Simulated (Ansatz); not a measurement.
in.yaml

```yaml
crystal:
  periodic: [false, false, false]
  atoms:
    - {symbol: Sb, position_ang: [0.000000, 0.000000, 0.000000]}
    - {symbol: H, position_ang: [0.000000, 0.000000, 1.713000]}
basis:
  gaussian: {orbitals: def2-TZVPP}
total_charge: 1
magnetization: {spin_polarized: false, initial_magnetization: 1}
correlation: {method: ccsd_t, electrons: outside_noble_gas}
```

```sh
$ ansatz run in.yaml --threads 1 --pin off --events-out ev --progress --plain --max-ram 2393MiB
```

Log:

```
538 factors; integrals over basis functions are off by at most 1.1e-3 eV
mean field evaluation 1: about -6517.4753 eV, gradient 8.5e0 eV
mean field evaluation 2: about -6517.4765 eV, gradient 8.5e0 eV
mean field evaluation 4: about -6517.7479 eV, gradient 7.3e-1 eV
mean field evaluation 8: about -6517.7499 eV, gradient 3.7e-4 eV
mean field evaluation 16: about -6517.4847 eV, gradient 5.8e0 eV
mean field evaluation 32: about -6517.7499 eV, gradient 1.5e-2 eV
mean field -6517.74993402 eV, -239.5228921856 hartree, gradient 1.4e-6 eV, S^2 0.750000; 2 other end points of the search recorded, 0 dependent functions left out
mean field evaluation 64: about -6517.8609 eV, gradient 2.8e-1 eV
9 core orbitals not correlated: weight in the atoms' cores, before any rotation towards them, 1.000 or more for the frozen orbitals, at most 0.000 for the correlated occupied ones
reference -6517.74993402 eV, -239.5228921856 hartree; 3, 2 occupied and 52, 53 virtual orbitals, 538 factors
second order -1.99790980 eV of doubles, -0.06166015 eV of singles
cycle   1  -2.42562720 eV  change   -3.7e-1 eV  update   5.2e-2
cycle   2  -2.57916020 eV  change   -1.5e-1 eV  update   2.1e-2
cycle   3  -2.58767605 eV  change   -8.5e-3 eV  update   5.2e-3
cycle   4  -2.58865239 eV  change   -9.8e-4 eV  update   1.4e-3
cycle   5  -2.58842288 eV  change    2.3e-4 eV  update   5.4e-4
cycle   6  -2.58837352 eV  change    4.9e-5 eV  update   2.0e-4
cycle   7  -2.58844853 eV  change   -7.5e-5 eV  update   7.0e-5
cycle   8  -2.58844188 eV  change    6.6e-6 eV  update   2.5e-5
cycle   9  -2.58843556 eV  change    6.3e-6 eV  update   9.5e-6
cycle  10  -2.58843952 eV  change   -4.0e-6 eV  update   2.9e-6
perturbative correction -0.06074760 eV, -0.0022324330 hartree
Total energy: -6520.39912114 eV, -239.6202480166 hartree
```

For the same geometry and basis full CI lies 14.9 meV lower.

Ran on 1 thread of Intel Xeon, shared host: 9.5 s wall, 0.18 GiB peak host memory.
